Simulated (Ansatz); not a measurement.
Mulliken charges of AlH$_{6}$PSi (`[AlH2][SiH2]P`) from B3LYP/def2-TZVPP in Ansatz (PBE0-D4/def2-TZVP geometry).

```tsv
atom	x (Å)	y (Å)	z (Å)	charge (e)
Al1	-1.346	0.749	-1.286	0.413
Si2	0.742	0.266	-0.087	0.063
P3	0.513	-1.669	1.075	-0.142
H4	-2.002	-0.380	-2.191	-0.136
H5	-2.062	2.161	-1.165	-0.136
H6	1.200	1.391	0.777	-0.059
H7	1.832	0.004	-1.074	-0.063
H8	1.626	-1.441	1.928	0.034
H9	-0.415	-1.127	2.005	0.026
```

Question: By hand: the dipole of these point charges (1 e Å = 4.8032 D).

Answer: Σ q r = (-0.171, 0.160, -0.093) e Å, of length 0.252 e Å = 1.21 D.

Question: How does the dipole of the full density compare? (An estimate is asked.)

Answer: Ansatz gave: (-0.002, 0.132, 0.040) e Å, 0.66 D; the point charges give 1.83 times that, at 59° from its direction.

Point charges leave out the atoms' own dipoles, such as those of lone pairs, and Mulliken's split depends on the basis, so the two needn't agree.

B3LYP here is the variant with VWN-RPA as its local correlation; programs differ in this.
